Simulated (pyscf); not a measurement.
Optimised with ωB97X-D3(BJ)/def2-SVP in PySCF. MP2 and CC: frozen core, UHF for open shells. ΔMP2 is the change of the MP2 total energy from the triple- to the quadruple-zeta basis.

Task: For C₂H₅BO (SMILES B1CCO1) → HB=O (SMILES B=O) + H₂C=CH₂ (SMILES C=C), a cycloreversion (singlet surface; B–C, C–O broken, none formed), PBE/def2-TZVP gives ΔE‡ = 1.42 eV and ΔE = +0.25 eV (zero: the reactant's lowest minimum found). In which direction and how far do B3LYP-D3(BJ)/def2-TZVP, M06-2X/def2-TZVP, CCSD(T)/def2-TZVPP + ΔMP2(QZVPP) move these?

Result: B3LYP-D3(BJ): ΔE‡ = 1.50 eV, ΔE = +0.03 eV; M06-2X: ΔE‡ = 1.66 eV, ΔE = +0.28 eV; CCSD(T): ΔE‡ = 1.61 eV, ΔE = +0.09 eV. PBE's barrier lies under all of them, by 0.08 to 0.24 eV. Its reaction energy lies among theirs. cyclic C₂H₅BO (SMILES B1CCO1) lies 1.52 eV over its isomer H₃C–CH₂–B=O (electronic energy, ωB97M-D3(BJ)). One saddle was located; it need not be the lowest between these sides. The CCSD(T) − MP2 part came from Ansatz, without density fitting, on the same reference.
